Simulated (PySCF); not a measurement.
PySCF input (M06-2X/def2-TZVPD):

```python
from pyscf import gto, scf, dft

mol = gto.M(
    atom='''
    C     0.20259228    0.09912095    1.44002477
    C    -0.00343710    0.12720683    0.06465403
    H     0.33610835    1.01027003    2.01483663
    H     0.26267791   -0.84089184    1.97627442
    C    -0.11172426    1.22219079   -0.78632518
    H    -0.00790611    2.23945213   -0.42186803
    H    -0.27739402    1.08881405   -1.84913382
    C    -0.08717194   -1.23676983   -0.61157471
    H    -0.49909775   -1.98965260    0.06786304
    H    -0.72089881   -1.19714553   -1.50318625
    H     0.90495651   -1.58133872   -0.92545946
    ''',
    basis='def2-tzvpd',
    charge=-1,
    spin=0,
    verbose=4,
)

mf = dft.RKS(mol, xc='m062x').density_fit(auxbasis='def2-universal-jkfit')
mf.grids.level = 4
mf.conv_tol = 1e-9
mf.max_cycle = 100
mf.max_memory = 1500
mf.kernel()
if not mf.converged:
    mf = mf.newton()
    mf.kernel(mf.make_rdm1())
mf.analyze()
```

Output:

```
PySCF version 2.14.0

[INPUT] verbose = 4
[INPUT] num. atoms = 11
[INPUT] num. electrons = 32
[INPUT] charge = -1
[INPUT] spin (= nelec alpha-beta = 2S) = 0
[INPUT] symmetry False subgroup None
[INPUT] Mole.unit = angstrom
[INPUT] Symbol           X                Y                Z      unit          X                Y                Z       unit  Magmom
[INPUT]  1 C      0.202592280000   0.099120950000   1.440024770000 AA    0.382843924151   0.187311448707   2.721252427890 Bohr   0.0
[INPUT]  2 C     -0.003437100000   0.127206830000   0.064654030000 AA   -0.006495177663   0.240386069874   0.122178409549 Bohr   0.0
[INPUT]  3 H      0.336108350000   1.010270030000   2.014836630000 AA    0.635152729679   1.909133668556   3.807489416442 Bohr   0.0
[INPUT]  4 H      0.262677910000  -0.840891840000   1.976274420000 AA    0.496389308873  -1.589055277982   3.734617400784 Bohr   0.0
[INPUT]  5 C     -0.111724260000   1.222190790000  -0.786325180000 AA   -0.211128252870   2.309605865066  -1.485939235049 Bohr   0.0
[INPUT]  6 H     -0.007906110000   2.239452130000  -0.421868030000 AA   -0.014940382611   4.231951194774  -0.797215037410 Bohr   0.0
[INPUT]  7 H     -0.277394020000   1.088814050000  -1.849133820000 AA   -0.524198726392   2.057560355078  -3.494356487471 Bohr   0.0
[INPUT]  8 C     -0.087171940000  -1.236769830000  -0.611574710000 AA   -0.164731092347  -2.337156257825  -1.155708706610 Bohr   0.0
[INPUT]  9 H     -0.499097750000  -1.989652600000   0.067863040000 AA   -0.943158056887  -3.759898497029   0.128242559580 Bohr   0.0
[INPUT] 10 H     -0.720898810000  -1.197145530000  -1.503186250000 AA   -1.362301314425  -2.262277182947  -2.840610326712 Bohr   0.0
[INPUT] 11 H      0.904956510000  -1.581338720000  -0.925459460000 AA    1.710119958542  -2.988297090970  -1.748864918788 Bohr   0.0

nuclear repulsion = 112.282945394821
number of shells = 87
number of NR pGTOs = 285
number of NR cGTOs = 211
basis = def2-tzvpd
ecp = {}

******** <class 'pyscf.df.df_jk.DFRKS'> ********
method = DFRKS
initial guess = minao
damping factor = 0
level_shift factor = 0
DIIS = <class 'pyscf.scf.diis.CDIIS'>
diis_start_cycle = 1
diis_space = 8
diis_damp = 0
SCF conv_tol = 1e-09
SCF conv_tol_grad = None
SCF max_cycles = 100
direct_scf = False
XC library pyscf.dft.libxc version 7.1.2
    S. Lehtola, C. Steigemann, M. J. T. Oliveira, and M. A. L. Marques,  SoftwareX 7, 1–5 (2018)
XC functionals = m062x
    Y. Zhao and D. G. Truhlar,  Theor. Chem. Acc. 120, 215 (2008)
    Y. Zhao and D. G. Truhlar,  Theor. Chem. Acc. 120, 215 (2008)
radial grids:
    Treutler-Ahlrichs [JCP 102, 346 (1995); DOI:10.1063/1.469408] (M4) radial grids

becke partition: Becke, JCP 88, 2547 (1988); DOI:10.1063/1.454033
pruning grids: <function nwchem_prune>
grids dens level: 4
symmetrized grids: False
atomic radii adjust function: <function treutler_atomic_radii_adjust>
small_rho_cutoff = 0
Set gradient conv threshold to 3.16228e-05
Initial guess from minao.
tot grids = 224392
******** <class 'pyscf.df.df.DF'> ********
[...]
cycle= 10 E= -156.562367342543  delta_E= -9.98e-11  |g|= 3.67e-06  |ddm|= 0.000279
  HOMO = 0.0159756112658869  LUMO = 0.15709363250136  gap/eV = 3.84002
Extra cycle  E= -156.562367342547  delta_E= -3.98e-12  |g|= 2.25e-06  |ddm|= 6.47e-05
converged SCF energy = -156.562367342547
**** SCF Summaries ****
Total Energy =                        -156.562367342547361
Nuclear Repulsion Energy =             112.282945394820516
One-electron Energy =                 -437.816537645334677
Two-electron Energy =                  168.971224907966814
Two-electron Coulomb Energy =          193.378441946542324
DFT Exchange-Correlation Energy =      -24.407217038575496
HOMO-LUMO gap [eV] =                     3.840016950217007
**** MO energy ****
MO #1   energy= -10.3495951264705  occ= 2
MO #2   energy= -10.3371895231966  occ= 2
MO #3   energy= -10.2824110056353  occ= 2
MO #4   energy= -10.2823877394585  occ= 2
MO #5   energy= -0.690022332681952 occ= 2
MO #6   energy= -0.571015099957659 occ= 2
MO #7   energy= -0.527330662245102 occ= 2
MO #8   energy= -0.382229717906498 occ= 2
MO #9   energy= -0.313666203599696 occ= 2
MO #10  energy= -0.304843846863525 occ= 2
MO #11  energy= -0.297430892333287 occ= 2
MO #12  energy= -0.233828420432007 occ= 2
MO #13  energy= -0.216869894188514 occ= 2
MO #14  energy= -0.188778702144329 occ= 2
MO #15  energy= -0.127476150399065 occ= 2
MO #16  energy= 0.0159756112658869 occ= 2
MO #17  energy= 0.15709363250136   occ= 0
MO #18  energy= 0.17471397323384   occ= 0
MO #19  energy= 0.182290827613461  occ= 0
MO #20  energy= 0.221047628620595  occ= 0
MO #21  energy= 0.230908563196418  occ= 0
MO #22  energy= 0.234716790267142  occ= 0
MO #23  energy= 0.237418476646518  occ= 0
MO #24  energy= 0.274237279436763  occ= 0
MO #25  energy= 0.274843392106678  occ= 0
MO #26  energy= 0.277824495796492  occ= 0
MO #27  energy= 0.296138247024294  occ= 0
MO #28  energy= 0.312491907116889  occ= 0
MO #29  energy= 0.325251139822005  occ= 0
MO #30  energy= 0.343451680216488  occ= 0
MO #31  energy= 0.348034008351859  occ= 0
MO #32  energy= 0.352648792192532  occ= 0
MO #33  energy= 0.356417187826399  occ= 0
MO #34  energy= 0.367098058219774  occ= 0
MO #35  energy= 0.384551667211461  occ= 0
MO #36  energy= 0.393988110948841  occ= 0
MO #37  energy= 0.405589042214577  occ= 0
MO #38  energy= 0.411515798111846  occ= 0
MO #39  energy= 0.419561476773838  occ= 0
MO #40  energy= 0.423709016687305  occ= 0
MO #41  energy= 0.425409481008381  occ= 0
MO #42  energy= 0.44422580693596   occ= 0
MO #43  energy= 0.444356188721516  occ= 0
MO #44  energy= 0.457054114679289  occ= 0
MO #45  energy= 0.458048051835236  occ= 0
MO #46  energy= 0.467302855411915  occ= 0
MO #47  energy= 0.487923192342708  occ= 0
MO #48  energy= 0.492372409270245  occ= 0
MO #49  energy= 0.494126604640433  occ= 0
MO #50  energy= 0.508425696152514  occ= 0
MO #51  energy= 0.518931347622199  occ= 0
MO #52  energy= 0.523137444691866  occ= 0
MO #53  energy= 0.531970918551     occ= 0
MO #54  energy= 0.537401266852176  occ= 0
MO #55  energy= 0.538926735592044  occ= 0
MO #56  energy= 0.554226095543014  occ= 0
MO #57  energy= 0.556947359272097  occ= 0
MO #58  energy= 0.559238717027654  occ= 0
MO #59  energy= 0.570029863211802  occ= 0
MO #60  energy= 0.576458781279026  occ= 0
MO #61  energy= 0.583916423225074  occ= 0
MO #62  energy= 0.595082496470585  occ= 0
MO #63  energy= 0.60207163777798   occ= 0
MO #64  energy= 0.61572004774509   occ= 0
MO #65  energy= 0.624248358413764  occ= 0
MO #66  energy= 0.629635513615791  occ= 0
MO #67  energy= 0.66288582423684   occ= 0
MO #68  energy= 0.673495481570433  occ= 0
MO #69  energy= 0.689693746329955  occ= 0
MO #70  energy= 0.694211186746913  occ= 0
MO #71  energy= 0.700629911783962  occ= 0
MO #72  energy= 0.707217812643677  occ= 0
MO #73  energy= 0.726224037873626  occ= 0
MO #74  energy= 0.74986674916112   occ= 0
MO #75  energy= 0.765999607853667  occ= 0
MO #76  energy= 0.804141590581399  occ= 0
MO #77  energy= 0.814816947559661  occ= 0
MO #78  energy= 0.822676085042088  occ= 0
MO #79  energy= 0.857423964666445  occ= 0
MO #80  energy= 0.870210720355456  occ= 0
MO #81  energy= 0.871033747527905  occ= 0
MO #82  energy= 0.89093421973542   occ= 0
MO #83  energy= 0.899574141795194  occ= 0
MO #84  energy= 0.900640132093542  occ= 0
MO #85  energy= 0.914313306649045  occ= 0
MO #86  energy= 0.929125730583068  occ= 0
MO #87  energy= 0.934233178895618  occ= 0
MO #88  energy= 0.957470478685218  occ= 0
MO #89  energy= 0.969014382157248  occ= 0
MO #90  energy= 0.981833302643481  occ= 0
MO #91  energy= 0.989804927723655  occ= 0
MO #92  energy= 0.997482691697651  occ= 0
MO #93  energy= 1.00014773970219   occ= 0
MO #94  energy= 1.02974100599791   occ= 0
MO #95  energy= 1.08010415317829   occ= 0
MO #96  energy= 1.10853568658844   occ= 0
MO #97  energy= 1.12721040404045   occ= 0
MO #98  energy= 1.16198085587277   occ= 0
MO #99  energy= 1.17705227181488   occ= 0
MO #100 energy= 1.22203570005862   occ= 0
MO #101 energy= 1.23926076356688   occ= 0
MO #102 energy= 1.2870559887851    occ= 0
MO #103 energy= 1.32972266374513   occ= 0
MO #104 energy= 1.33434727541201   occ= 0
MO #105 energy= 1.43662672883939   occ= 0
MO #106 energy= 1.45323610126454   occ= 0
MO #107 energy= 1.46542723642758   occ= 0
[...]
```

It need not be the lowest isomer of its formula. Whether it binds its extra electron was not tested at this geometry.
